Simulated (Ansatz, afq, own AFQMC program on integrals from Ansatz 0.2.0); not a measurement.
Sb, quartet: AFQMC among the cluster methods

A free Sb atom.

Basis def2-TZVP with its core potentials. Noble-gas cores (and the filled d shells of Ga–Kr and In–Xe) are frozen. Integrals, coupled cluster, full CI and functionals: Ansatz 0.2.0; the random walks run on the same integrals in our own AFQMC program. The CISD trial takes its coefficients from CCSD amplitudes. Released means that phaseless walkers are propagated on without the constraint, phases kept. Error bars are statistical, one sigma. No spin–orbit coupling.

Determinant: UHF, the one that the program's search chose, which needn't be the lowest solution.

Full CI on the same integrals is exact in this basis and with this determinant's frozen core.

Cautions: no spin-orbit coupling; inner d shell frozen.

```
T1 diagnostic                               : 0.0034
weight of the determinant in the CISD state : 0.947
⟨S²⟩ of the determinant                     : 3.752
size of the correlated space                : 5 electrons in 41 orbitals
```

```csv
level,correlation energy (eV)
MP2,-1.6425
CCSD,-1.9860
CCSD(T),-2.0521
```

Q: Estimate where phaseless AFQMC with the Hartree–Fock trial lies against CCSD(T) on the same integrals.

A: 25.1 ± 10.5 meV below CCSD(T).

Reference: full CI, correlation energy -2.069 eV. The released energy is read at 1.50 1/Eh (meV from the phaseless value at times in 1/Eh: -1.3 ± 0.9 at 0.24, -1.5 ± 0.7 at 0.50, -2.7 ± 0.6 at 1.00, -3.4 ± 0.5 at 1.50).

```tsv
level	E − E(reference) (meV)	share of correlation (%)
CCSD(T)	16.8	99.19
CCSDT	1.9	99.91
CCSDT(Q)	0.3	99.99
CCSDTQ	0.0	100.00
ph-AFQMC/HF	-8.3 ± 10.5	100.40
ph-AFQMC/CISD	2.9 ± 1.0	99.86
released AFQMC	-0.5 ± 0.5	100.02
```

CCSDT and higher add their correlation energy to the determinant of the CCSD(T) run, since their own runs factorise the integrals more tightly (a shift of under 2 meV). A walk keeps the symmetry of its determinant, which the program's search chose and which needn't be the lowest solution, so a lower state of the same spin and another symmetry isn't excluded. Released energies are given only where the last usable release times agree within the noise; a slower fall can still hide under it.
